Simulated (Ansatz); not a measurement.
Input for Ansatz (development build ahead of 0.2.0):

```yaml
crystal:
  periodic: [false, false, false]
  atoms:
    - { symbol: Cl, position_ang: [-0.53772, -0.96129, 0.0] }
    - { symbol: "N", position_ang: [0.0, 0.99704, 0.0] }
    - { symbol: O, position_ang: [1.714, 1.25698, 0.0] }
basis:
  gaussian: { orbitals: pcseg-2 }
magnetization:
  spin_polarized: true
hamiltonian:
  xc: { name: wB97X }
```

The input is written out in the form of the current development build from the run's settings.

The run gave:

```yaml
Converged: yes
Total_energy: -589.92703 hartree
Spin_squared_of_the_determinant: 1.070
Stability_test: minimum
```

Caution: the unrestricted determinant is a mixture of spin states.
